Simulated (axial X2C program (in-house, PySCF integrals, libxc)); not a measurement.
Bond lengths and stretching modes, held linear, of FSiF⁻

Calculated with an in-house all-electron X2C program for linear molecules (integrals from PySCF): two-component X2C with atomic mean-field Coulomb and Gaunt terms, Gaussian nuclei, basis F dyall-av3z, Si dyall-v3z with contracted cores. Spin-free rows use the one-electron spin-free X2C Hamiltonian.

Masses F 18.998, Si 27.977, F 18.998 u. States: 2c Ω = 1/2 (beyond evenly filled blocks: ω = 1/2); spin-free M_S = 1/2, Λ = 1 (beyond evenly filled blocks: π+α).

BHandHLYP, 2c: energies above the lowest point

| r(F–Si) (Å) | r(Si–F) (Å) | E (meV) |
| --- | --- | --- |
| 1.7345 | 1.7345 | 12.55 |
| 1.7345 | 1.7790 | 4.98 |
| 1.7345 | 1.8235 | 15.52 |
| 1.7790 | 1.7345 | 4.98 |
| 1.7790 | 1.7790 | 0.00 |
| 1.7790 | 1.8235 | 13.37 |
| 1.7790 | 1.8679 | 40.12 |
| 1.8235 | 1.7345 | 15.52 |
| 1.8235 | 1.7790 | 13.37 |
| 1.8235 | 1.8235 | 29.80 |
| 1.8679 | 1.7790 | 40.12 |
| 1.8679 | 1.8679 | 93.18 |

Task: Fit a quadratic surface with cubic terms in each bond: where is the minimum, and what are the two stretching wavenumbers?

Result: At BHandHLYP, 2c: bonds 1.769 and 1.769 Å; harmonic stretches 405.0 and 531.9 cm⁻¹; force constants 1.59, 1.59 and coupling 0.25 mdyn/Å.

The other levels and Hamiltonians give:

| Hamiltonian | level | r(F–Si) (Å) | r(Si–F) (Å) | lower stretch (cm⁻¹) | upper stretch (cm⁻¹) |
| --- | --- | --- | --- | --- | --- |
| 2c | PBE0 | 1.778 | 1.778 | 405.9 | 545.5 |
| 2c | HF | 1.762 | 1.762 | 395.6 | 504.0 |
| 2c | MP2 | 1.784 | 1.784 | 403.1 | 544.7 |
| spin-free | PBE0 | 1.778 | 1.778 | 406.0 | 545.9 |
| spin-free | HF | 1.762 | 1.762 | 395.7 | 504.4 |
| spin-free | BHandHLYP | 1.768 | 1.768 | 405.1 | 532.2 |
| spin-free | MP2 | 1.784 | 1.784 | 403.3 | 545.1 |

Each state is one determinant, the lowest of a limited PBE0 search; the stretches come from a fit to these few points and carry an uncertainty of a few per cent. Other orders of the atoms were not compared. MP2 freezes inner shells (threshold -2 hartree). For an anion the highest level of a functional can be positive, and the basis then holds the extra electron. The molecule was held linear; bending was not examined, so a bent shape may lie lower. Note: functional without a current term on a determinant with orbital currents, of the molecule or an atom.
